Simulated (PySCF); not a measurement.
Gas-phase reaction: 2 Al + 3 H₂ → 2 AlH₃

Computed with PySCF and rigid-rotor harmonic-oscillator thermochemistry at 1 bar. † marks an energy on the PBE0/def2-TZVP geometry and frequencies; other levels use their own. MP2 and CCSD(T) freeze the core. 6-31G* has spherical d functions here. Open shells (unrestricted): Al (multiplicity 2, electronic degeneracy 6); the rest are closed-shell singlets. Spin-orbit splitting is ignored; it lowers the true energy and changes the entropy of Al. B3LYP is the form with VWN-RPA correlation. AlH₃: computed as isolated molecules; such fragments, hydroxides, amides, oligomers or adducts are transient or little studied in the gas. MP2 isn't extrapolated to the basis-set limit; its ΔH°(298 K) is -422.5 kJ in def2-SVP and -412.9 kJ in def2-TZVPP. CCSD(T) isn't extrapolated to the basis-set limit; its ΔH°(298 K) is -405.1 kJ in def2-SVP and -398.5 kJ in def2-TZVPP. The harmonic model lacks anharmonicity and excited electronic states, which grow with temperature; levels with a mode under 35 cm⁻¹ are left out.

```json
[
 {"level": "B3LYP/6-31G*", "ΔE electronic, kJ": "-386", "ΔH°(298 K), kJ": "-386", "ΔS°(298 K), J/K": "-306", "ΔG°(2000 K), kJ": "255"},
 {"level": "CCSD(T)/def2-SVP†", "ΔE electronic, kJ": "-405", "ΔH°(298 K), kJ": "-405", "ΔS°(298 K), J/K": "-306", "ΔG°(2000 K), kJ": "236"},
 {"level": "M06-2X/def2-TZVP†", "ΔE electronic, kJ": "-390", "ΔH°(298 K), kJ": "-390", "ΔS°(298 K), J/K": "-306", "ΔG°(2000 K), kJ": "251"},
 {"level": "MP2/def2-TZVPP†", "ΔE electronic, kJ": "-413", "ΔH°(298 K), kJ": "-413", "ΔS°(298 K), J/K": "-306", "ΔG°(2000 K), kJ": "228"},
 {"level": "PBE/def2-SVP", "ΔE electronic, kJ": "-416", "ΔH°(298 K), kJ": "-416", "ΔS°(298 K), J/K": "-306", "ΔG°(2000 K), kJ": "224"},
 {"level": "r2SCAN/def2-TZVP†", "ΔE electronic, kJ": "-420", "ΔH°(298 K), kJ": "-420", "ΔS°(298 K), J/K": "-306", "ΔG°(2000 K), kJ": "222"},
 {"level": "ωB97M-V/def2-TZVP†", "ΔE electronic, kJ": "-427", "ΔH°(298 K), kJ": "-426", "ΔS°(298 K), J/K": "-306", "ΔG°(2000 K), kJ": "215"},
 {"level": "ωB97X-V/def2-TZVP†", "ΔE electronic, kJ": "-449", "ΔH°(298 K), kJ": "-449", "ΔS°(298 K), J/K": "-306", "ΔG°(2000 K), kJ": "192"}
]
```
ΔH° is lowest at ωB97X-V/def2-TZVP† and highest at B3LYP/6-31G*. No reference value is set beside these.
